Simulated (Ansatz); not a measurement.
Input (CCSDT(Q)/aug-cc-pV(T+d)Z; Ansatz, a quantum-chemistry and plane-wave program): A basis named .json is the Basis Set Exchange file of that set.

Ansatz 0.2 input:
```yaml
crystal:
  periodic: [false, false, false]
  atoms:
    - {symbol: S, position_ang: [-0.00000000, -0.00000000, -0.07935692]}
    - {symbol: H, position_ang: [0.00000000, 0.00000000, 1.26971067]}
basis:
  gaussian:
    orbitals: aug-cc-pV_T+d_Z.json
total_charge: -1
magnetization: {spin_polarized: false}
correlation: {method: ccsdt_q, electrons: outside_noble_gas}
```

Output:

```
Functional definition: HF
integrals: 0.08 GiB planned
836 factors; integrals over basis functions are off by at most 2.1e-7 eV
mean field: 0.16 GiB planned
mean field evaluation 1: about -10833.6066 eV, gradient 1.2e1 eV
mean field evaluation 2: about -10833.6078 eV, gradient 1.2e1 eV
mean field evaluation 4: about -10834.0998 eV, gradient 1.1e0 eV
mean field evaluation 8: about -10834.1096 eV, gradient 7.4e-5 eV
mean field evaluation 16: about -10834.1087 eV, gradient 3.3e-1 eV
mean field -10834.10955321 eV, -398.1461824571 hartree, gradient 8.1e-6 eV, S^2 0.000000; 0 other end points of the search recorded, 0 dependent functions left out
5 core orbitals not correlated
reference -10834.10955321 eV, -398.1461824571 hartree; 4, 4 occupied and 69, 69 virtual orbitals, 836 factors
second order -5.45198270 eV of doubles, -0.00000000 eV of singles
coupled cluster: 0.70 GiB planned
cycle   1  -5.79451881 eV  change   -3.4e-1 eV  update   7.0e-2
cycle   2  -6.10464617 eV  change   -3.1e-1 eV  update   3.3e-2
cycle   3  -6.27900134 eV  change   -1.7e-1 eV  update   1.4e-2
cycle   4  -6.25785400 eV  change    2.1e-2 eV  update   3.9e-3
cycle   5  -6.25297638 eV  change    4.9e-3 eV  update   2.2e-3
cycle   6  -6.25378095 eV  change   -8.0e-4 eV  update   7.0e-4
cycle   7  -6.25429764 eV  change   -5.2e-4 eV  update   2.7e-4
cycle   8  -6.25412164 eV  change    1.8e-4 eV  update   1.0e-4
cycle   9  -6.25413132 eV  change   -9.7e-6 eV  update   3.5e-5
cycle  10  -6.25421362 eV  change   -8.2e-5 eV  update   1.4e-5
cycle  11  -6.25419264 eV  change    2.1e-5 eV  update   5.4e-6
cycle  12  -6.25419210 eV  change    5.4e-7 eV  update   1.9e-6
cycle  13  -6.25418946 eV  change    2.6e-6 eV  update   8.1e-7
cycle  14  -6.25418979 eV  change   -3.3e-7 eV  update   2.5e-7
perturbative correction -0.01532402 eV, -0.0005631473 hartree
Total energy: -10840.37906702 eV, -398.3765828401 hartree
```
